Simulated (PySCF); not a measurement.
Where the electron goes

Compound: fluoroethane, C2H5F.
Numbering: `[CH3:1][CH2:2][F:3]` (hydrogens: H4, H5, H6 on C1; H7, H8 on C2)

Cartesian coordinates in Å at the GFN2-xTB level; atoms count from 1:
```
atom  x, y, z in Å
C1    -0.7788   -0.0127   -0.0500
C2     0.7357   -0.0615    0.0156
F3     1.2333    1.1453    0.4494
H4    -1.1900    0.2017    0.9335
H5    -1.0991    0.7654   -0.7383
H6    -1.1583   -0.9704   -0.3937
H7     1.1789   -0.2432   -0.9690
H8     1.0874   -0.8152    0.7279
```

Theory: PySCF, TDDFT B3LYP/def2-SVPD, vertical, gas phase, core orbitals frozen in the response.

Frontier orbitals with the atoms that hold most of them (Löwdin shares over 4%, at most four atoms; ? is withheld):

| orbital | ε (eV) | atoms |
| --- | --- | --- |
| HOMO-3 | -11.04 | C1 34%, F3 29%, H4 14%, H5 14% |
| HOMO-2 | -10.98 | C1 43%, H6 21%, F3 9%, H5 9% |
| HOMO-1 | -9.41 | ? |
| HOMO | -9.23 | F3 37%, C2 24%, H8 11%, H7 11% |
| LUMO | ? | ? |
| LUMO+1 | 1.31 | C2 15%, C1 14%, H4 13%, H5 13% |
| LUMO+2 | 2.00 | F3 32%, H7 18%, H8 18%, C2 12% |

(1) Give the leading atoms of the LUMO.

(2) Give the leading atoms of the HOMO-1.

(3) What is the LUMO energy, and the HOMO–LUMO gap?

Results:

(1) C1 (bonded to C and 3 H) 28%; C2 (bonded to C, F and 2 H) 26%; H6 (bonded to C) 11%; H8 (bonded to C) 9%. By element: carbon 54%, hydrogen 20% or more.

(2) F3 (bonded to C) 46%; C2 (bonded to C, F and 2 H) 21%; C1 (bonded to C and 3 H) 20%. By element: fluorine 46%, carbon 41%.

(3) ε(LUMO) = 0.51 eV; the gap is 9.74 eV (0.3579 hartree).

Problem. The HOMO–LUMO gap is 9.74 eV. Where does the response calculation put the lowest singlet, and from which orbitals?

Solution. S1 is at 8.67 eV (f = 0.0034), 1.07 eV below the gap, made of HOMO→LUMO (98%). Without the coupling terms of the response equations the lowest excitation would equal the gap.

Problem. One configuration dominates each of S1, S2, S3 and S4. Which, and how do the shares of the two leading atoms of either orbital change from the occupied to the empty one?

Solution. 
- S1 (8.67 eV, f 0.0034), HOMO→LUMO (98%): F3 37% → at most 9%, C2 24% → 26%, C1 at most 12% → 28%
- S2 (8.92 eV, f 0.012), HOMO-1→LUMO (97%): F3 46% → at most 9%, C2 21% → 26%, C1 20% → 28%
- S3 (9.50 eV, f 0.031), HOMO→LUMO+1 (90%): F3 37% → at most 13%, C2 24% → 15%, C1 at most 12% → 14%
- S4 (9.69 eV, f 0.057), HOMO-1→LUMO+1 (91%): F3 46% → at most 13%, C2 21% → 15%, C1 20% → 14%
